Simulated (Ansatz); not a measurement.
Ge2, triplet: the ladder up to UCCSDT(Q)

Geometry: that of the Ge2⁻, doublet, kept fixed.

```csv
atom,x (Å),y (Å),z (Å)
Ge,0.0000,0.0000,0.0000
Ge,0.0000,0.0000,2.2818
```

Basis aug-cc-pVDZ; Ansatz 0.2.0. Only valence electrons are correlated (noble-gas cores and the filled d shells of p-block atoms frozen), which leaves 8 electrons in 44 orbitals. Prefix R: restricted or restricted open-shell reference; prefix U: unrestricted. Active spaces: valence = (8e, 8o) chosen from the atoms' valence shells. No spin–orbit coupling is included, and no scalar relativity.

Full CI isn't at hand for all of this; UCCSDT(Q) serves as the reference, and is uncertain by the last step of the cluster series or more. The frozen core follows each run's orbitals, which can shift R against U totals by a few meV for light atoms and by up to 0.1 eV past Ca.

Coupled cluster chose its determinant by a search with trial CCSD, here up to 0.52 eV above the lowest Hartree–Fock solution of its kind.

The UHF ⟨S²⟩ is 2.013 and the ⟨S²⟩ of the determinant under UCCSD is 2.022. The T1 diagnostic (RCCSD) is 0.0243, the largest doubles amplitude (RCCSD) is 0.116 and the T1 diagnostic (UCCSD) is 0.0220.

```json
{"level": "UHF†", "E − E(UCCSDT(Q)) (kcal/mol)": "98.10", "wall time": "10 s"}
{"level": "UCCSD", "E − E(UCCSDT(Q)) (kcal/mol)": "7.95", "wall time": "–"}
{"level": "UCCSD(T)", "E − E(UCCSDT(Q)) (kcal/mol)": "1.56", "wall time": "42 s"}
{"level": "UCCSDT", "E − E(UCCSDT(Q)) (kcal/mol)": "0.68", "wall time": "–"}
```

A dagger marks rows that describe another state than the reference (another or a broken symmetry, a higher spin or other natural occupations), so the difference holds a gap between states beside the method's error.

Run but not shown, since their state, orbitals or frozen core can't be matched to the reference's or they repeat it: RHF, RMP2, UMP2, CISD, RCCSD, RCCSD(T), BCCD(T), RCCSDT, RCCSDT(Q), CASSCF (valence space), NEVPT2 (valence space), MRCISD (valence space), MRCISD+Q (valence space).

Times hold each run's SCF and search for its determinant on a shared host, so for small cases they say little of a method's own cost; they ran on 1 thread of Arm Neoverse V1.
